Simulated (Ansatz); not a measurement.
# BH5N2: the cost of one run

Method: RKS B3LYP/6-31G*, in Ansatz 0.2.0.

**1. The system as given**

Bond lengths: N1–B2 1.471 Å, B2–N3 1.502 Å, N1–H4 0.989 Å, N1–H5 1.092 Å, B2–H6 1.194 Å, N3–H7 1.104 Å, N3–H8 1.024 Å. Angles: N1–B2–N3 117.4°, N1–B2–H6 121.4°, N3–B2–H6 121.2°, B2–N1–H4 108.8°, B2–N1–H5 108.1°, H4–N1–H5 104.6°, B2–N3–H7 106.7°, B2–N3–H8 108.6°, H7–N3–H8 102.4°.

Structure file:

```xyz
8

N    -0.7481    0.6081   -0.9762
B     0.0750    0.2593    0.1922
N     0.8331   -1.0366    0.1427
H    -1.4727   -0.0591   -1.0671
H    -1.2636    1.5464   -0.7600
H     0.1569    0.9882    1.1346
H     1.8983   -0.7870    0.2929
H     0.6133   -1.5766    0.9851
```

**2. Relaxing end A**

File input.yaml:

```yaml
crystal:
  periodic: [false, false, false]
  atoms:
    - { symbol: "N", position_ang: [-0.7481, 0.6081, -0.9762] }
    - { symbol: B, position_ang: [0.075, 0.2593, 0.1922] }
    - { symbol: "N", position_ang: [0.8331, -1.0366, 0.1427] }
    - { symbol: H, position_ang: [-1.4727, -0.0591, -1.0671] }
    - { symbol: H, position_ang: [-1.2636, 1.5464, -0.76] }
    - { symbol: H, position_ang: [0.1569, 0.9882, 1.1346] }
    - { symbol: H, position_ang: [1.8983, -0.787, 0.2929] }
    - { symbol: H, position_ang: [0.6133, -1.5766, 0.9851] }
basis:
  gaussian: { orbitals: "6-31G*" }
hamiltonian:
  xc: b3lyp
relax:
  f_tol: 0.02
  max_steps: 50
```

Command:

```
$ ansatz run input.yaml --threads 1 --pin off --max-ram 2048MiB --backend cpu --events-out ev --progress --plain --runs-dir out
```

**Question.** How long does this run take on 1 thread of Arm Neoverse V1, shared host, and how much memory does it need?

About 18 s, with a peak of 0.11 GiB.
